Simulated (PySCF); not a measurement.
Gas-phase XPS of butane, computed

Compound: butane, C₄H₁₀.
Numbering: `[CH3:1][CH2:2][CH2:3][CH3:4]`

Computed with delta-SCF UKS SCAN, pcX-2 on the ionised atom, pcseg-1 elsewhere, spin-free X2C (PySCF). Each binding energy is the total energy of the core-ionised species, with the hole localised on one atom, minus that of the ground state; both are solved self-consistently, so orbital relaxation is included.

Problem. What binding energy does each computed site have?

Solution. 
```csv
atom(s),bonded to,level,binding energy (eV),above the level's lowest (eV),count
C1/C4,C and 3 H,C 1s,290.39,+0.02,2
C2/C3,2 C and 2 H,C 1s,290.37,0.00,2
```

The 2 C 1s values lie within 0.02 eV of each other; Gaussian lines of 0.5 eV full width would blend them into one maximum.

Problem. Express the binding energy of C 1s of C1/C4 in atomic units and per mole.

Solution. 290.39 eV = 10.6716 Eh = 28018 kJ/mol.

Problem. What is the longest wavelength that can ionise C 1s of C1/C4 vertically?

Solution. λ = hc/E = 12398.42 eV Å / 290.39 eV = 42.696 Å.

Atoms equivalent by their bonding share one computed value, that of the first of them. The structure is a single GFN2-xTB conformer in the gas phase; no vibrational or solvent corrections.

Shape of the structure used: `[CH3:1][CH2:2][CH2:3][CH3:4]`: C1–C2–C3–C4 180°.
